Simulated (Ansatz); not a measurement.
The input, for Ansatz 0.2.0:

```yaml
crystal:
  periodic: [false, false, false]
  atoms:
    - {symbol: S, position_ang: [0.000000, 0.000000, 0.000000]}
    - {symbol: Ga, position_ang: [0.000000, 0.000000, 2.070500]}
basis:
  gaussian: {orbitals: cc-pVTZ}
magnetization: {spin_polarized: false, initial_magnetization: 3}
correlation: {method: ccsdt_q, electrons: outside_noble_gas}
```

```sh
$ ansatz run in.yaml --threads 1 --pin off --events-out ev --progress --plain --max-ram 2393MiB
```

(1) Roughly how long does this take on 1 thread of Arm Neoverse N1, shared host, and how much host memory?

```
866 factors; integrals over basis functions are off by at most 2.3e-7 eV
mean field evaluation 1: about -63149.7994 eV, gradient 7.5e0 eV
mean field evaluation 2: about -63149.8707 eV, gradient 7.6e0 eV
mean field evaluation 4: about -63150.6523 eV, gradient 1.7e0 eV
mean field evaluation 8: about -63150.7388 eV, gradient 2.3e-1 eV
mean field evaluation 16: about -63150.7832 eV, gradient 4.7e-1 eV
mean field evaluation 32: about -63150.7802 eV, gradient 1.8e0 eV
mean field evaluation 64: about -63150.7395 eV, gradient 6.4e-4 eV
mean field evaluation 96: about -63150.7395 eV, gradient 1.0e-4 eV
mean field evaluation 128: about -63150.7395 eV, gradient 2.3e-6 eV
mean field evaluation 160: about -63150.9584 eV, gradient 1.1e0 eV
...
cycle  19  -5.79432232 eV  change    8.6e-6 eV  update   1.1e-5
cycle  20  -5.79431432 eV  change    8.0e-6 eV  update   6.7e-6
cycle  21  -5.79431290 eV  change    1.4e-6 eV  update   3.8e-6
cycle  22  -5.79431399 eV  change   -1.1e-6 eV  update   2.5e-6
cycle  23  -5.79431678 eV  change   -2.8e-6 eV  update   1.6e-6
cycle  24  -5.79432080 eV  change   -4.0e-6 eV  update   1.1e-6
cycle  25  -5.79432233 eV  change   -1.5e-6 eV  update   6.7e-7
cycle  26  -5.79432338 eV  change   -1.0e-6 eV  update   4.4e-7
cycle  27  -5.79432450 eV  change   -1.1e-6 eV  update   3.2e-7
cycle  28  -5.79432473 eV  change   -2.3e-7 eV  update   2.0e-7
perturbative correction -0.05459635 eV, -0.0020063787 hartree
Total energy: -63156.85624089 eV, -2320.9716575979 hartree
```

## Answers

(1) 3.5 min wall and 0.78 GiB.
